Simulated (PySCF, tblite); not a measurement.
# P2H4: protonation, part 2 of 2

tblite 0.8.0 and PySCF 2.14.0. Atoms count from 0.

## 15. Protonation: CCSD(T)/ma-def2-TZVP

This step combines the energies above: geometries from PBE0-D3(BJ)/def2-SVP, zero-point and thermal terms from PBE0-D3(BJ)/def2-SVP.

Job settings and geometry (Å):

```
{"job": {"kind": "pa", "geom": {"xc": "PBE0", "basis": "def2-SVP", "d3": "d3bj", "grid": 1}, "hess": 1, "level": {"xc": "CCSD(T)", "basis": "ma-def2-TZVP"}}, "charge": 0, "multiplicity": 1}
P     -0.969503    -0.563542     0.003886
P      0.972525     0.564858    -0.017972
H     -1.530741     0.250432     1.037595
H     -1.550884     0.245759    -1.022336
H      1.554206    -0.244869     1.007748
H      1.533436    -0.248709    -1.052179
```

Output (the driver's rows laid out field by field):

```text
protonation site by site, CCSD(T)/ma-def2-TZVP // PBE0-D3(BJ)/def2-SVP

row 1
  formula                 H5P2
  charge                  1
  multiplicity            1
  smiles                  P[PH3+]
  kept                    yes
  pieces                  1
  point_group             Cs
  atom                    0
  element                 P
  electronic              850.95
  enthalpy                829.54
  free_energy             798.99
  share_gas               1.0
```

It took 51 s on 1 thread of Arm Neoverse V1, shared host; peak memory 0.93 GiB.

Energy given off on adding a proton (kJ/mol, gas phase, 298 K for the thermal columns):

```csv
site,product,electronic,enthalpy,free energy
P0,P[PH3+],851.0,829.5,799.0
```

## 16. Single point (P₂H₄): wavefunction

Geometry: PBE0-D3(BJ)/def2-SVP.

Job settings and geometry (Å):

```
{"job": {"kind": "sp", "xc": "MP2", "basis": "ma-def2-TZVP", "grid": 2}, "charge": 0, "multiplicity": 1}
P     -0.969503    -0.563542     0.003886
P      0.972525     0.564858    -0.017972
H     -1.530741     0.250432     1.037595
H     -1.550884     0.245759    -1.022336
H      1.554206    -0.244869     1.007748
H      1.533436    -0.248709    -1.052179
```

Level: wavefunction single point, frozen core, gas phase.

The log of the run:

```text
final grid: 45344 points
cycle   1  E = -683.7871845894  dE = -2.372e-01  |g| = 2.265e-01  |ddm| = 1.583e+00
cycle   2  E = -683.8120188325  dE = -2.483e-02  |g| = 7.288e-02  |ddm| = 2.159e-01
cycle   3  E = -683.8148902354  dE = -2.871e-03  |g| = 2.714e-02  |ddm| = 8.930e-02
cycle   4  E = -683.8154514032  dE = -5.612e-04  |g| = 6.054e-03  |ddm| = 4.578e-02
cycle   5  E = -683.8154829912  dE = -3.159e-05  |g| = 1.586e-03  |ddm| = 1.216e-02
cycle   6  E = -683.8154857572  dE = -2.766e-06  |g| = 3.281e-04  |ddm| = 4.684e-03
cycle   7  E = -683.8154858661  dE = -1.090e-07  |g| = 5.085e-05  |ddm| = 1.136e-03
cycle   8  E = -683.8154858693  dE = -3.143e-09  |g| = 1.639e-05  |ddm| = 1.842e-04
converged SCF energy = -683.8154858693
E(HF, exact integrals) = -683.8155268744
E(MP2) = -684.1188120518
```

It took 1.9 s on 1 thread of Arm Neoverse V1, shared host.

## 17. Single point (P2H5+): wavefunction

Geometry: PBE0-D3(BJ)/def2-SVP.

Job settings and geometry (Å):

```
{"job": {"kind": "sp", "xc": "MP2", "basis": "ma-def2-TZVP", "grid": 2}, "charge": 1, "multiplicity": 1}
P     -0.927637    -0.317703    -0.019028
P      1.104117     0.536104    -0.026832
H     -1.632968     0.120267     1.122089
H     -1.659142     0.159551    -1.127424
H      1.503828    -0.362336     1.009668
H      1.487803    -0.340266    -1.087995
H     -1.056665    -1.725229    -0.042148
```

Method: wavefunction single point, frozen core, gas phase.

The log of the run:

```text
final grid: 50712 points
cycle   1  E = -684.0783537801  dE =  1.487e-01  |g| = 3.888e-01  |ddm| = 1.666e+00
cycle   2  E = -684.1429493477  dE = -6.460e-02  |g| = 1.437e-01  |ddm| = 4.521e-01
cycle   3  E = -684.1495913817  dE = -6.642e-03  |g| = 3.989e-02  |ddm| = 1.453e-01
cycle   4  E = -684.1505714222  dE = -9.800e-04  |g| = 9.834e-03  |ddm| = 4.799e-02
cycle   5  E = -684.1506402967  dE = -6.887e-05  |g| = 2.423e-03  |ddm| = 1.381e-02
cycle   6  E = -684.1506449729  dE = -4.676e-06  |g| = 6.088e-04  |ddm| = 4.818e-03
cycle   7  E = -684.1506452547  dE = -2.818e-07  |g| = 1.507e-04  |ddm| = 1.259e-03
cycle   8  E = -684.1506452781  dE = -2.347e-08  |g| = 3.651e-05  |ddm| = 3.472e-04
cycle   9  E = -684.1506452795  dE = -1.386e-09  |g| = 1.000e-05  |ddm| = 8.793e-05
converged SCF energy = -684.1506452795
E(HF, exact integrals) = -684.1506771889
E(MP2) = -684.4422830256
```

Wall time 2.4 s (1 thread of Arm Neoverse V1, shared host).

## 18. Protonation: MP2/ma-def2-TZVP

This step combines the energies above: geometries from PBE0-D3(BJ)/def2-SVP, zero-point and thermal terms from PBE0-D3(BJ)/def2-SVP.

Job settings and geometry (Å):

```
{"job": {"kind": "pa", "geom": {"xc": "PBE0", "basis": "def2-SVP", "d3": "d3bj", "grid": 1}, "hess": 1, "level": {"xc": "MP2", "basis": "ma-def2-TZVP"}}, "charge": 0, "multiplicity": 1}
P     -0.969503    -0.563542     0.003886
P      0.972525     0.564858    -0.017972
H     -1.530741     0.250432     1.037595
H     -1.550884     0.245759    -1.022336
H      1.554206    -0.244869     1.007748
H      1.533436    -0.248709    -1.052179
```

Output (the driver's rows laid out field by field):

```text
protonation site by site, MP2/ma-def2-TZVP // PBE0-D3(BJ)/def2-SVP

row 1
  formula                 H5P2
  charge                  1
  multiplicity            1
  smiles                  P[PH3+]
  kept                    yes
  pieces                  1
  point_group             Cs
  atom                    0
  element                 P
  electronic              849.27
  enthalpy                827.86
  free_energy             797.31
  share_gas               1.0
```

Wall time 4.4 s (1 thread of Arm Neoverse V1, shared host).

Energy given off on adding a proton (kJ/mol, gas phase, 298 K for the thermal columns):

```csv
site,product,electronic,enthalpy,free energy
P0,P[PH3+],849.3,827.9,797.3
```

## 19. Single point (P₂H₄): HF/ma-def2-TZVP

Geometry: PBE0-D3(BJ)/def2-SVP.

Job settings and geometry (Å):

```
{"job": {"kind": "sp", "xc": "HF", "basis": "ma-def2-TZVP", "grid": 2}, "charge": 0, "multiplicity": 1}
P     -0.969503    -0.563542     0.003886
P      0.972525     0.564858    -0.017972
H     -1.530741     0.250432     1.037595
H     -1.550884     0.245759    -1.022336
H      1.554206    -0.244869     1.007748
H      1.533436    -0.248709    -1.052179
```

The log of the run:

```text
final grid: 45344 points
cycle   1  E = -683.7871845894  dE = -2.372e-01  |g| = 2.265e-01  |ddm| = 1.583e+00
cycle   2  E = -683.8120188325  dE = -2.483e-02  |g| = 7.288e-02  |ddm| = 2.159e-01
cycle   3  E = -683.8148902354  dE = -2.871e-03  |g| = 2.714e-02  |ddm| = 8.930e-02
cycle   4  E = -683.8154514032  dE = -5.612e-04  |g| = 6.054e-03  |ddm| = 4.578e-02
cycle   5  E = -683.8154829912  dE = -3.159e-05  |g| = 1.586e-03  |ddm| = 1.216e-02
cycle   6  E = -683.8154857572  dE = -2.766e-06  |g| = 3.281e-04  |ddm| = 4.684e-03
cycle   7  E = -683.8154858661  dE = -1.090e-07  |g| = 5.085e-05  |ddm| = 1.136e-03
cycle   8  E = -683.8154858693  dE = -3.143e-09  |g| = 1.639e-05  |ddm| = 1.842e-04
converged SCF energy = -683.8154858693
```

Run time: 0.39 s. Hardware: 1 thread of Arm Neoverse V1, shared host.

## 20. Single point (P₂H₅+): HF/ma-def2-TZVP

Geometry: PBE0-D3(BJ)/def2-SVP.

Job settings and geometry (Å):

```
{"job": {"kind": "sp", "xc": "HF", "basis": "ma-def2-TZVP", "grid": 2}, "charge": 1, "multiplicity": 1}
P     -0.927637    -0.317703    -0.019028
P      1.104117     0.536104    -0.026832
H     -1.632968     0.120267     1.122089
H     -1.659142     0.159551    -1.127424
H      1.503828    -0.362336     1.009668
H      1.487803    -0.340266    -1.087995
H     -1.056665    -1.725229    -0.042148
```

The log of the run:

```text
final grid: 50712 points
cycle   1  E = -684.0783537801  dE =  1.487e-01  |g| = 3.888e-01  |ddm| = 1.666e+00
cycle   2  E = -684.1429493477  dE = -6.460e-02  |g| = 1.437e-01  |ddm| = 4.521e-01
cycle   3  E = -684.1495913817  dE = -6.642e-03  |g| = 3.989e-02  |ddm| = 1.453e-01
cycle   4  E = -684.1505714222  dE = -9.800e-04  |g| = 9.834e-03  |ddm| = 4.799e-02
cycle   5  E = -684.1506402967  dE = -6.887e-05  |g| = 2.423e-03  |ddm| = 1.381e-02
cycle   6  E = -684.1506449729  dE = -4.676e-06  |g| = 6.088e-04  |ddm| = 4.818e-03
cycle   7  E = -684.1506452547  dE = -2.818e-07  |g| = 1.507e-04  |ddm| = 1.259e-03
cycle   8  E = -684.1506452781  dE = -2.347e-08  |g| = 3.651e-05  |ddm| = 3.472e-04
cycle   9  E = -684.1506452795  dE = -1.386e-09  |g| = 1.000e-05  |ddm| = 8.793e-05
converged SCF energy = -684.1506452795
```

Wall time 0.48 s (1 thread of Arm Neoverse V1, shared host).

## 21. Protonation: HF/ma-def2-TZVP

This step combines the energies above: geometries from PBE0-D3(BJ)/def2-SVP, zero-point and thermal terms from PBE0-D3(BJ)/def2-SVP.

Job settings and geometry (Å):

```
{"job": {"kind": "pa", "geom": {"xc": "PBE0", "basis": "def2-SVP", "d3": "d3bj", "grid": 1}, "hess": 1, "level": {"xc": "HF", "basis": "ma-def2-TZVP"}}, "charge": 0, "multiplicity": 1}
P     -0.969503    -0.563542     0.003886
P      0.972525     0.564858    -0.017972
H     -1.530741     0.250432     1.037595
H     -1.550884     0.245759    -1.022336
H      1.554206    -0.244869     1.007748
H      1.533436    -0.248709    -1.052179
```

Output (the driver's rows laid out field by field):

```text
protonation site by site, HF/ma-def2-TZVP // PBE0-D3(BJ)/def2-SVP

row 1
  formula                 H5P2
  charge                  1
  multiplicity            1
  smiles                  P[PH3+]
  kept                    yes
  pieces                  1
  point_group             Cs
  atom                    0
  element                 P
  electronic              879.96
  enthalpy                858.54
  free_energy             828.0
  share_gas               1.0
```

Run time: 0.94 s. Hardware: 1 thread of Arm Neoverse V1, shared host.

Energy given off on adding a proton (kJ/mol, gas phase, 298 K for the thermal columns):

```csv
site,product,electronic,enthalpy,free energy
P0,P[PH3+],880.0,858.5,828.0
```

## 22. Summary of results

This closing draws on all 2 parts.

| quantity | value |
| --- | --- |
| strongest single infrared mode (GFN2-xTB) | 2314 cm⁻¹, 228 km/mol |
| zero-point energy (GFN2-xTB) | 21.5 kcal/mol |
| point group | C2h |
| rotational constants (main isotopes) | 63.74, 5.74, 5.70 GHz |
| proton affinity (−ΔH), P0 (wB97X-D3(BJ)/def2-TZVP) | 846.4 kJ/mol |
| proton affinity (−ΔH), P0 (CCSD(T)/ma-def2-TZVP) | 829.5 kJ/mol |
| proton affinity (−ΔH), P0 (MP2/ma-def2-TZVP) | 827.9 kJ/mol |
| proton affinity (−ΔH), P0 (HF/ma-def2-TZVP) | 858.5 kJ/mol |

**Reading.** All 12 modes are real, so the xTB geometry is a minimum. The strongest single mode, at 2314 cm⁻¹, is spread over several atoms, H3, H2, H5, H4 among them. GFN2-xTB is a fitted tight-binding method: band positions and strengths are rough. Its intensities can rank the bands wrongly. Relaxing lowered the energy by 0.111 eV in 3 steps; the close pair that moved most is P0–P1, from 2.153 to 2.246 Å (PBE0/def2-SVP). The proton affinity (−ΔH) at P0 is 846.4 kJ/mol at wB97X-D3(BJ)/def2-TZVP; zero-point and thermal terms move it by -21.4 kJ/mol from the electronic value.
